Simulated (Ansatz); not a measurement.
# Solid bromine

Computed with LDA in Ansatz (plane waves, PAW).

Numerical settings: plane-wave cutoff 500 eV, 6×6×4 k mesh (along the axes of the cell as run), gaussian smearing 0.02 eV, scalar-relativistic PAW data made under PBE.

Cell (relaxed at this level):

```cif
data_Br8
_chemical_formula_sum 'Br8'
_space_group_name_H-M_alt 'Cmce'
_space_group_IT_number 64
_space_group_name_Hall '-C 2ac 2'
_cell_length_a 6.65247
_cell_length_b 3.92664
_cell_length_c 8.42154
_cell_angle_alpha 90.000
_cell_angle_beta 90.000
_cell_angle_gamma 90.000
loop_
_atom_site_label
_atom_site_type_symbol
_atom_site_symmetry_multiplicity
_atom_site_Wyckoff_symbol
_atom_site_fract_x
_atom_site_fract_y
_atom_site_fract_z
_atom_site_occupancy
Br1 Br 8 f 0.00000 0.16143 0.12084 1
```
(The calculation used a cell of 4 atoms; values per cell refer to that cell.)

```json
{
 "equilibrium_volume_per_atom": "27.50 Å³/atom",
 "lattice_constant_a": "6.652 Å",
 "lattice_parameter_b": "3.927 Å",
 "lattice_parameter_c": "8.422 Å"
}
```

The computed numbers hold no vibrational or temperature effects.

Ansatz is a quantum-chemistry and plane-wave program.
